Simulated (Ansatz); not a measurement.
Fluorite CdF₂: LDA at its full settings (plane-wave cutoff 520 eV, 12×12×12 k mesh, Fermi–Dirac smearing 0.01 eV, scalar-relativistic PAW data made under PBE) and at cheaper ones, in a cell of 3 atoms with Γ-centred meshes.

```
level and setting             equilibrium lattice constant a (Å)  bulk modulus (GPa)
----------------------------  ----------------------------------  ------------------
LDA (Ansatz)                                               5.297                 127
LDA (Γ point alone) (Ansatz)                          (withheld)          (withheld)
LDA (2×2×2 k mesh) (Ansatz)                                5.305                 126
LDA (4×4×4 k mesh) (Ansatz)                                5.297                 127
```

Problem. Fill in the missing entries.

Solution. 
- LDA (Γ point alone) (Ansatz, an electronic-structure program), equilibrium lattice constant a (Å): 5.706
- LDA (Γ point alone) (Ansatz), bulk modulus (GPa): 66.4

Largest shifts from the full settings: lattice constant a +7.72 % (LDA (Γ point alone)), against a difference of -1.69 % of the full result from the reference 5.388 Å (measured, temperature not stated, copied from a table, unchecked, not corrected to a static lattice; as tabulated in Crystal Structures 1, 239 (1963)); bulk modulus -48 % (LDA (Γ point alone)).

Ansatz's density-functional and Hartree–Fock values are scalar-relativistic unless marked +SOC, with PAW data made under PBE.

Run with cheap settings on purpose, which may leave them unconverged: LDA (2×2×2 k mesh), LDA (4×4×4 k mesh), LDA (Γ point alone).
